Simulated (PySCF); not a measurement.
# Na₂: magnetic properties

The task here is to estimate one member of a computed series from the others.

Programs: PySCF 2.14.0, with routines of our own; each step states its level. All values are computed. Atoms count from 0.

### The starting structure

2 atoms, charge 0, multiplicity 1; geometry from: GFN2-xTB.

The first run:

What the job is given:

```
{"job": {"xc": "PBE0", "basis": "def2-SVP", "d3": "d3bj", "grid": 1, "kind": "geom"}, "charge": 0, "multiplicity": 1}
Na     1.367533    -0.002630    -0.003156
Na    -1.364777     0.003898    -0.010993
```

On the command line:

```console
OMP_NUM_THREADS=1 python excited_run.py task.json out
```

This one command runs all jobs of the session in turn.

Among the steps run: Relaxing the molecule at PBE0-D3(BJ)/def2-SVP; Magnetic properties: GIAO revPBE/aug-pcSseg-2; Magnetic properties: GIAO PW91/aug-pcSseg-2; Magnetic properties: GIAO B3LYP/aug-pcSseg-2; Magnetic properties: GIAO X3LYP/aug-pcSseg-2; Magnetic properties: GIAO PBE0/aug-pcSseg-2; Magnetic properties: GIAO mPW1PW91/aug-pcSseg-2; Magnetic properties: GIAO B97-2/aug-pcSseg-2; Magnetic properties: GIAO BHandHLYP/aug-pcSseg-2; Magnetic properties: GIAO HSE06/aug-pcSseg-2; Magnetic properties: GIAO CAM-B3LYP/aug-pcSseg-2; Magnetic properties: GIAO wB97X/aug-pcSseg-2; Magnetic properties: GIAO wB97X-D/aug-pcSseg-2.

One table of the session follows, with a row left open; its other results are not shown here.

```
                      level  gap (eV)
   GIAO revPBE/aug-pcSseg-2      1.32
     GIAO PW91/aug-pcSseg-2      1.32
    GIAO B3LYP/aug-pcSseg-2      2.00
    GIAO X3LYP/aug-pcSseg-2      2.06
     GIAO PBE0/aug-pcSseg-2      2.24
 GIAO mPW1PW91/aug-pcSseg-2      2.25
    GIAO B97-2/aug-pcSseg-2      2.06
GIAO BHandHLYP/aug-pcSseg-2      3.06
    GIAO HSE06/aug-pcSseg-2         ?
GIAO CAM-B3LYP/aug-pcSseg-2      3.59
    GIAO wB97X/aug-pcSseg-2      4.76
  GIAO wB97X-D/aug-pcSseg-2      4.58
```

Q: Estimate the row for GIAO HSE06/aug-pcSseg-2 from the others.

As computed: gap (eV): 1.59. In the column «gap (eV)» it lies between GIAO PW91/aug-pcSseg-2 (1.32) and GIAO B3LYP/aug-pcSseg-2 (2.00).

Caveats from the session: Vibrational averaging and real surroundings are missing from these values.
